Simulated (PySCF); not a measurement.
A basis-limit estimate, worked out

An elementary step of BSiH$_{6}$F, closed shell (BH₂F ([BH2][F]) + SiH₄ → BSiH₅ ([BH2][SiH3]) + HF; bonds formed: B1–Si6, F2–H5; bonds broken: B1–F2, H5–Si6). “Start” is the structure reached by relaxing down from the saddle towards the reactants; PBE0-D4/def2-TZVP structures. The saddle:

```
atom    x (Å)    y (Å)    z (Å)
  B1  -0.1336  -0.2504  -1.0296
  F2  -1.4797  -1.1764  -0.7740
  H3   0.7396  -0.9706  -1.4050
  H4  -0.4643   0.7099  -1.6549
  H5  -0.9830  -0.6933   0.0794
 Si6   0.3997   0.4230   0.9130
  H7   0.8786  -0.5857   1.8953
  H8  -0.5214   1.3665   1.6004
  H9   1.5640   1.1769   0.3755
```

Program: PySCF 2.14 with density fitting (its default auxiliary sets; JK sets also for MP2 and CCSD(T)). Basis: def2-TZVPP and def2-QZVPP. Cores are frozen in the correlated methods.

Energies in eV:

| quantity | saddle | start |
| --- | --- | --- |
| Hartree–Fock, triple zeta (X = 3) | -11333.97875 | -11337.23239 |
| Hartree–Fock, quadruple zeta (X = 4) | -11334.38363 | -11337.65163 |
| MP2 correlation, X = 3 | -14.60718 | -13.62480 |
| MP2 correlation, X = 4 | -15.69560 | -14.67463 |
| CCSD(T) correlation, X = 3 | -16.21851 | -15.27948 |

Question: Work out the barrier at the basis limit: extrapolate Hartree–Fock as E(X) = E∞ + A exp(−7.88 √X) and the MP2 correlation as E(X) = E∞ + B X^−2.97 (the exponents that Neese and Valeev fitted for def2-TZVPP and QZVPP), then add CCSD(T) − MP2 in triple zeta.

Answer: Each step is linear, so take the differences first (saddle − start): Hartree–Fock 3.25364 (X = 3) and 3.26800 (X = 4); MP2 correlation -0.98238 and -1.02097; CCSD(T) correlation -0.93903.
Two points give E∞ = E(4) + w [E(4) − E(3)], with w = 1/(exp(7.88 (2 − √3)) − 1) = 0.1377 for Hartree–Fock and w = 1/((4/3)^2.97 − 1) = 0.7407 for the correlation.
Hartree–Fock: 3.26800 + 0.1377 × 0.01436 = 3.2700 eV.
MP2 correlation: -1.02097 + 0.7407 × (-0.03859) = -1.0496 eV.
CCSD(T) − MP2: -0.93903 − (-0.98238) = 0.0433 eV.
Sum: 3.2700 + (-1.0496) + 0.0433 = 2.2637 eV, or 52.20 kcal/mol. Plain CCSD(T) in triple zeta gives 2.3146 eV, so the larger basis shifts the result by -0.0509 eV.

T1 diagnostic: at most 0.014.

Labels in which every atom is bracketed show which atoms are joined, not bond orders.

For scale, one of the runs: CCSD(T)/def2-TZVPP, 188 basis functions, launched by `OMP_NUM_THREADS=4 python run.py`. Hardware: 4 CPU threads of an Arm Neoverse V1, shared host. Wall time 4.4 min; peak host memory 1.9 GiB.
